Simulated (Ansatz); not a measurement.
C$_{3}$H$_{3}$F$_{3}$ (`F/C=C(\F)CF`), 9 atoms. The species carries charge 0 and has multiplicity 1. All runs use 4 threads of an Arm Neoverse V1 on a shared host. Correlated methods freeze the cores.

Problem. How many basis functions does each run have, and how long does it take in Ansatz? RKS B97M-V/def2-TZVPP energy; direct RPA on PBE orbitals/def2-TZVPP energy; RHF-CCSD(T)/def2-SVP energy; RKS HSE06 (plane-wave form)-D4/def2-TZVPP energy; RKS PBE0-D4/def2-SVP energy; RKS PBE0-D4/def2-TZVP frequencies; RKS PBE0-D4/def2-QZVPP energy; RHF-CCSD(T)/def2-TZVPP energy; RKS ωB97M-V/def2-QZVPP energy; RKS ωB97M-V/def2-SVP energy; RKS r2SCANh-D4/def2-TZVPP energy; RKS PBE0-D4/def2-TZVP relaxation (7 steps). (An estimate is asked.)

Solution. Computed: Other jobs shared the machine, so times are rough.

```tsv
level	job	functions	wall time	peak host memory (GiB)
RKS PBE0-D4/def2-SVP	energy	99	0.9 s	0.2
RKS HSE06 (plane-wave form)-D4/def2-TZVPP	energy	228	2.4 s	0.5
RKS ωB97M-V/def2-SVP	energy	99	3.2 s	0.28
RKS r2SCANh-D4/def2-TZVPP	energy	228	4 s	0.5
direct RPA on PBE orbitals/def2-TZVPP	energy	228	4.4 s	0.51
RKS PBE0-D4/def2-QZVPP	energy	432	5.5 s	1.2
RHF-CCSD(T)/def2-SVP	energy	99	6 s	0.49
RKS B97M-V/def2-TZVPP	energy	228	7.5 s	0.33
RKS ωB97M-V/def2-QZVPP	energy	432	14 s	1.5
RKS PBE0-D4/def2-TZVP	relaxation (7 steps)	204	21 s	0.46
RKS PBE0-D4/def2-TZVP	frequencies	204	110 s	0.47
RHF-CCSD(T)/def2-TZVPP	energy	228	2.7 min	4.5
```
